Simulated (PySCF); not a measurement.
Gas-phase reaction: 3 SiH₄ → c-Si₃H₆ + 3 H₂

Method: PySCF energies (xtb for GFN2) plus ideal-gas RRHO corrections (1 bar). † marks an energy on the PBE0/def2-TZVP geometry and frequencies; other levels use their own. MP2 and CCSD(T) freeze the core. 6-31G* has spherical d functions here. All species are closed-shell singlets. B3LYP is the form with VWN-RPA correlation. c-Si₃H₆: computed as isolated molecules; such fragments, hydroxides, amides, oligomers or adducts are transient or little studied in the gas. MP2 isn't extrapolated to the basis-set limit; its ΔH°(298 K) is 204.7 kJ in def2-SVP and 178.6 kJ in def2-TZVPP. CCSD(T) isn't extrapolated to the basis-set limit; its ΔH°(298 K) is 210.0 kJ in def2-SVP and 181.9 kJ in def2-TZVPP. The harmonic model lacks anharmonicity and excited electronic states, which grow with temperature; levels with a mode under 35 cm⁻¹ are left out.

| level | ΔE electronic, kJ | ΔH°(298 K), kJ | ΔS°(298 K), J/K | ΔG°(600 K), kJ |
|---|---|---|---|---|
| B3LYP/6-31G* | 212 | 189 | 82 | 134 |
| CCSD(T)/def2-SVP† | 233 | 210 | 85 | 152 |
| CCSD(T)/def2-TZVPP† | 204 | 182 | 85 | 124 |
| GFN2-xTB | 529 | 495 | 94 | 432 |
| MP2/def2-TZVPP† | 201 | 179 | 85 | 121 |
| PBE/def2-SVP | 176 | 155 | 87 | 96 |
| PBE0/def2-QZVP† | 181 | 159 | 85 | 101 |
| PBE0/def2-SVP† | 196 | 174 | 85 | 116 |
| PBE0/def2-TZVP | 180 | 157 | 85 | 100 |
| ωB97M-V/def2-TZVP† | 208 | 186 | 85 | 128 |
| ωB97X-V/def2-TZVP† | 207 | 184 | 85 | 126 |
ΔH° is lowest at PBE/def2-SVP and highest at GFN2-xTB. No reference value is set beside these.
